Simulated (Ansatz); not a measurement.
Ideal-gas functions of AlFH2S, SMILES `[F][AlH][SH]` at 600 K and 1 bar, from an Ansatz frequency run at PBE0-D4/def2-TZVP.

Molar mass 80.06 g/mol, point group Cs (symmetry number 1), electronic degeneracy 1, moments of inertia 21.282, 141.553, 162.836 u Å². Harmonic wavenumbers (cm⁻¹, unscaled): 185, 274, 471, 483, 632, 686, 855, 1989, 2704.

Use S(trans) = R[1.5 ln M + 2.5 ln T − 1.1517]; rotational temperatures θ = 24.2544 K / I; S(rot) = R[ln(√π/σ · √(T³/θAθBθC)) + 1.5]; for each mode x = 1.438777 ν̃/T, S = R[x/(eˣ − 1) − ln(1 − e⁻ˣ)] and H = RT x/(eˣ − 1); 1 cm⁻¹ = 0.0119627 kJ/mol; R = 8.31446 J/(mol·K).

**Question.** By hand: the entropy, in J/(mol·K).

**Answer.** Translation 178.1. Rotation: θ = 1.1397, 0.1713, 0.1489 K, giving 111.7. Vibration, mode by mode: 15.14, 11.95, 7.73, 7.54, 5.61, 5.05, 3.66, 0.41, 0.10, in all 57.2. Electronic 0.0. Sum 347.0 J/(mol·K).

**Question.** By hand: H − E and G − E in kJ/mol, counted from the electronic energy.

**Answer.** Zero-point energy ½ × 8279 × 0.0119627 = 49.5; thermal vibration 18.7; translation, rotation and pV give 4 RT = 20.0. H − E = 88.2 kJ/mol, and G − E = 88.2 − 600 × 347.0/1000 = -120.0 kJ/mol.

Vibration gives 16 % of the entropy. The sum counts one conformer and one mirror image; others add a mixing term.
